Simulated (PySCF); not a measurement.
HNO3.
Z-matrix (Å and degrees, PBE0-D3(BJ)/def2-SVP geometry), rows numbered from 1:
```
O 
N   1  1.1614
O   2  1.4186  1  109.56
O   3  1.3917  2  107.25  1  -176.15
H   4  0.9696  3  102.16  2  -101.05
```

Method used: delta-SCF UKS SCAN, pcX-2 on the ionised atom, pcseg-1 elsewhere, spin-free X2C in PySCF 2.14.0. The ground state was rerun for each ionised atom, in the same mixed basis as its hole state.

```tsv
ionised atom	basis functions	E(ground) (Eh)	binding energy (eV)
O1	92	-280.91253	540.949
O3	92	-280.91699	541.223
O4	92	-280.91530	541.190
```

Fill in the total energy of each core-ionised state.

With binding energy = E(ionised) − E(ground) and 27.2114 eV a hartree:

```csv
atom,binding energy (Eh),E(ionised) (Eh)
O1,19.8795,-261.0330
O3,19.8896,-261.0274
O4,19.8884,-261.0269
```

How much do the ground-state energies differ, and what would follow from using one of them for all holes?

They run from -280.9170 Eh (core basis on O3) to -280.9125 Eh (on O1), 0.0045 Eh or 0.12 eV apart, though the state is the same; only basis and grid differ. Pairing the ion of O1 with the ground state of O3 would put its binding energy 0.12 eV too high.

The listed O 1s values span 0.27 eV, from O1 (bonded to N (double bond)) to O3 (bonded to O and N). Summing the Pauling electronegativity differences to the bonded atoms, each weighted by its formal bond order, gives -0.80 for the lowest site and -0.40 for the highest; no listed site has a larger sum than the highest. The smallest sum, -1.24, belongs to O4, 0.24 eV above the lowest. The values 541.19 and 541.22 eV lie too close for their order to be trusted.

Only 1s holes are shown. The structure is a single PBE0-D3(BJ)/def2-SVP conformer in the gas phase; no vibrational or solvent corrections.

Time: 19 s of wall time. Hardware: one thread, x86-64 server, no GPU (shared host).
